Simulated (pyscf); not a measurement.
7 gas-phase steps of one pattern: four-centre exchange on the singlet surface, Cl–H + Ge–H or Cl–H + H–Si or Cl–H + H–Sn or F–H + H–Si broken and Cl–Ge + H–H or Cl–Si + H–H or Cl–Sn + H–H or F–Si + H–H formed. Optimised with ωB97X-D3(BJ)/def2-SVP in PySCF. Electronic energies in kJ/mol, from the separated reactants; ΔE‡ and ΔE at ωB97M-D3(BJ)/def2-TZVP. Rows were drawn at random from the steps of this pattern with a verified saddle, stable references and no exit in the data more than 5 kcal/mol lower.

```tsv
row	step	ΔE	ΔE‡
1	HO–SiH(OH)–F + HF -> HO–Si(OH)(F)–F + H₂	-135.8	102.4
2	HO–SiH(OH)–OH + HCl -> HO–Si(OH)(OH)–Cl + H₂	-89.0	?
3	HO–SiH(Cl)–Cl + HCl -> HO–Si(Cl)(Cl)–Cl + H₂	-71.6	154.2
4	H₃Ge–SnH₃ + HCl -> Cl–SnH₂–GeH₃ + H₂	-69.5	126.5
5	HCl + Cl–SnH₂–Cl → Cl–SnH(Cl)–Cl + H₂	-61.0	128.2
6	H₃C–GeH₃ + HCl → H₃C–GeH₂–Cl + H₂	-59.7	154.2
7	H₃Si–GeH₃ + HCl → H₃Si–GeH₂–Cl + H₂	-49.5	152.3
```

Task: From a straight line through the complete rows, estimate the missing barrier and say how far the line can be trusted.

Result: Over the 6 complete rows the means are -74.5 (ΔE) and 136.3 (ΔE‡); least squares gives b = 0.55 and a = 177.3 kJ/mol, with residuals of 11.3 kJ/mol (root mean square; largest 16.3, row 3). For row 2: 177.3 + 0.55 × (-89.0) = 128.4 kJ/mol. The computed barrier is 124.9 kJ/mol, 3.5 under the line. The scatter is large against the spread of the barriers, so the line says little here. Each barrier is that of the saddle found. Elements up to Kr have no core potential and no relativistic terms here. Elements past Kr carry the def2 core potentials, without spin-orbit coupling.
